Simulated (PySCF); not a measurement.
Species: HSiS (doublet state).
Z-matrix (Å and degrees, PBE0-D3(BJ)/def2-SVP geometry), rows numbered from 1:
```
Si
S   1  1.9614
H   1  1.5237  2  118.44
```

As a line formula: `[SiH]=S` (HSiS) [radical].

Computed with UKS B3LYP, IGLO-III on S Si, pcH-1 on H, non-relativistic, mean-field spin-orbit, GIAO (PySCF). Geometry: PBE0-D3(BJ)/def2-SVP; no solvent, vibrations or thermal averaging.

Problem. Give the principal g shifts and their parts.

Solution. 
| Δg (ppt) | 1 | 2 | 3 |
| --- | --- | --- | --- |
| relativistic mass correction | -0.17 | -0.17 | -0.17 |
| gauge correction | 0.05 | 0.00 | 0.07 |
| orbital Zeeman/spin–orbit | -19.87 | -0.06 | 16.09 |
| total | -19.99 | -0.23 | 15.99 |

So g = 1.98233, 2.00209, 2.01831 and g_iso = 2.00091; the tensor is rhombic: the two nearest values differ by 45 % of g3 − g1. Axes: g3 is normal to the molecular plane.

Problem. What are the electron Larmor frequencies g μB B/h along the three axes at 350 mT?

Solution. 9.7108, 9.8076, 9.8871 GHz for g1, g2 and g3, a range of 176.2 MHz.

Problem. Average each term over the three axes. Which is largest in size?

Solution. The orbital-Zeeman/spin–orbit term -1.28, the mass correction -0.17 and the gauge correction 0.04 ppt, for a total of -1.41 ppt. The orbital-Zeeman/spin–orbit term is the largest in size. The mass correction is the same along every axis, so the anisotropy comes from the other two: their spans along these axes are 0.07 (gauge) and 35.96 ppt (orbital Zeeman/spin–orbit).

Problem. At 93.696 GHz, how far is the centre of the isotropic spectrum from where a free electron (g = 2.002319) resonates?

Solution. B = hν/(g μB) with μB/h = 13.99624 MHz/mT gives 3343.31 mT for the free electron and 3345.66 mT at g_iso, 2.35 mT higher.

Problem. In a frozen sample, at which fields do the three g values resonate at 9.5, 34, 94 and 263 GHz (hyperfine left aside), and which band first spreads them over more than twice a line width of 1.0 mT?

Solution. 
```csv
band,GHz,B(g3) mT,B(g2) mT,B(g1) mT,spread mT
X,9.5,336.30,339.02,342.40,6.10
Q,34.0,1203.59,1213.34,1225.44,21.84
W,94.0,3327.58,3354.54,3387.97,60.39
J,263.0,9310.15,9385.57,9479.12,168.97
```

The spread grows in proportion to the frequency. X band is the first where it exceeds 2.0 mT.

The largest Mulliken spin populations are on Si1 (+0.47), S2 (+0.35) and H3 (+0.18). Three atoms exceed +0.15.

The HOMO–LUMO gaps are 3.67 eV among the α and 3.61 eV among the β orbitals.
